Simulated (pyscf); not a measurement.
Optimised with ωB97X-D3(BJ)/def2-SVP in PySCF.

Task: For the elementary gas-phase step `[SiH3][CH2][GeH3]` + `[H]` [doublet] → `[SiH3]` [doublet] + `[CH3][GeH3]` (doublet surface; C–Si broken, C–H formed), what barrier and reaction energy does PBE/def2-TZVP give, measured from the separated reactants?

Result: ΔE‡ = 0.81 eV, ΔE = -0.84 eV. ωB97M-D3(BJ)/def2-TZVP gives 1.16 eV and -0.72 eV. Zero-point energy shifts the barrier by +0.06 eV. It is a substitution at C, with an imaginary mode of 1355i cm⁻¹. The same reactants have a lower exit, to H₃C–SiH₃ + GeH₃• (barrier +0.80 eV at ωB97M-D3(BJ)/def2-TZVP, against +1.16 eV here). This is the saddle that the search found; another between the same sides may lie lower. The angle at the attacked C is 178°. Elements up to Kr have no core potential and no relativistic terms here.
